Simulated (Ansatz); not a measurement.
One change: `CCCCCS` becomes `CCCCC`.

Ansatz, PBE0-D4/def2-TZVP geometries, multiplicity 1. Each molecule was computed in one conformer, which needn't be the lowest.

```csv
property,`CCCCCS`
HOMO–LUMO gap (PBE0/def2-TZVPP) / eV,7.29
size of the dipole moment (ωB97M-V/def2-TZVPP) / D,1.54
LUMO energy (ωB97M-V/def2-TZVPP) / eV,2.23
HOMO energy (PBE0/def2-TZVPP) / eV,-6.73
HOMO–LUMO gap (PBE/def2-TZVPP) / eV,5.13
LUMO energy (PBE/def2-TZVPP) / eV,-0.36
```

(1) Give the same properties after the change, and the shifts. (An estimate is asked.)

## Answers

(1) Ansatz gave: 
```tsv
property	`CCCCC`	shift
HOMO–LUMO gap (PBE0/def2-TZVPP) / eV	10.02	2.73
size of the dipole moment (ωB97M-V/def2-TZVPP) / D	0.07	-1.47
LUMO energy (ωB97M-V/def2-TZVPP) / eV	2.69	0.46
HOMO energy (PBE0/def2-TZVPP) / eV	-8.74	-2.01
HOMO–LUMO gap (PBE/def2-TZVPP) / eV	7.86	2.73
LUMO energy (PBE/def2-TZVPP) / eV	0.49	0.85
```

With PBE0 the HOMO falls by 2.01 eV and the LUMO rises by 0.72 eV, so the gap widens by about 2.73 eV. PBE moves the HOMO by -1.88 eV and ωB97M-V by -2.07 eV. Dipoles are sizes alone; their direction can turn.
